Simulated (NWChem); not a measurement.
Species: diphosphorus (P2); SMILES P#P

Results from NWChem. Pople sets run with spherical d functions. Each level has its own optimisation; frequencies are unscaled.

| level | r P–P (Å) | highest harmonic frequency (cm⁻¹) | zero-point energy (kcal/mol) |
|---|---|---|---|
| Hartree-Fock/STO-3G | 1.808 | 1083 | 1.5 |
| Hartree-Fock/3-21G | 1.929 | 801 | 1.1 |
| Hartree-Fock/6-31G* | 1.859 | 909 | 1.3 |
| B3LYP/6-31G* | 1.904 | 798 | 1.1 |
| LDA (Slater exchange, VWN5)/def2-SVP | 1.903 | 796 | 1.1 |
| PBE/def2-SVP | 1.915 | 783 | 1.1 |
| BLYP/def2-SVP | 1.922 | 766 | 1.1 |
| PBE0/def2-SVP | 1.891 | 834 | 1.2 |
